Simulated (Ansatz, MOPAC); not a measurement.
Process, species as SMILES: C(=C\C)/C + 4 [H][H] (H2) → 4 C (CH4)

Quantity: energy of full hydrogenation (enthalpy at 298 K), in kcal/mol. Conventions: valence correlation only; non-relativistic; 6-31G* and kin with 6d, 5d where marked; LANL2DZ all-electron up to Ne; no dispersion term unless named; spin-orbit terms left out. Basis-set limits of correlation are two-point, X^-3; Hartree-Fock from the larger set. The bracket is a focal-point correction in the basis named. First-principles rows: single points at B3LYP-D3(BJ) geometries (Ansatz, a quantum-chemistry and plane-wave program), with unscaled harmonic terms from B3LYP/6-31G* at its own minima. Semi-empirical rows: MOPAC heats of formation at their own minima for 298 K.

Measured values: Active Thermochemical Tables 1.112 (ions: stationary electron), as tabulated in the package chemicals; they hold spin-orbit and core effects, anharmonicity. 

Value to compare with, the measured value: -68.6 kcal/mol.

```json
[
 {"level": "MNDO", "program": "MOPAC", "energy of full hydrogenation (enthalpy at 298 K) (kcal/mol)": "-45.6", "error": "23.0"},
 {"level": "HF/3-21G", "program": "Ansatz", "energy of full hydrogenation (enthalpy at 298 K) (kcal/mol)": "-89.4", "error": "-20.8"},
 {"level": "PBE/3-21G", "program": "Ansatz", "energy of full hydrogenation (enthalpy at 298 K) (kcal/mol)": "-74.2", "error": "-5.6"},
 {"level": "B3LYP/LANL2DZ", "program": "Ansatz", "energy of full hydrogenation (enthalpy at 298 K) (kcal/mol)": "-81.9", "error": "-13.3"},
 {"level": "B3LYP/6-31G", "program": "Ansatz", "energy of full hydrogenation (enthalpy at 298 K) (kcal/mol)": "-76.2", "error": "-7.6"},
 {"level": "B3LYP/6-31G*", "program": "Ansatz", "energy of full hydrogenation (enthalpy at 298 K) (kcal/mol)": "-73.6", "error": "-5.0"},
 {"level": "r2SCAN-D4/def2-TZVPD", "program": "Ansatz + dftd4", "energy of full hydrogenation (enthalpy at 298 K) (kcal/mol)": "-68.9", "error": "-0.3"},
 {"level": "B3LYP/def2-TZVPD", "program": "Ansatz", "energy of full hydrogenation (enthalpy at 298 K) (kcal/mol)": "-71.2", "error": "-2.6"},
 {"level": "RI-MP2/CBS(aug-cc-pVTZ,aug-cc-pVQZ)+[CCSD(T)-MP2]/aug-cc-pVTZ", "program": "Ansatz", "energy of full hydrogenation (enthalpy at 298 K) (kcal/mol)": "-68.0", "error": "0.6"}
]
```

Among the 6 habitual levels, MNDO lies farthest from the measured value (23.0 kcal/mol); 1 of 6 lie above it, and their mean absolute error is 12.6 kcal/mol, the median 10.4. One case shows no general order.

The levels are drawn from those run, B3LYP/6-31G* more often than the rest, none by its result; runs whose electronic state is in doubt are left out.
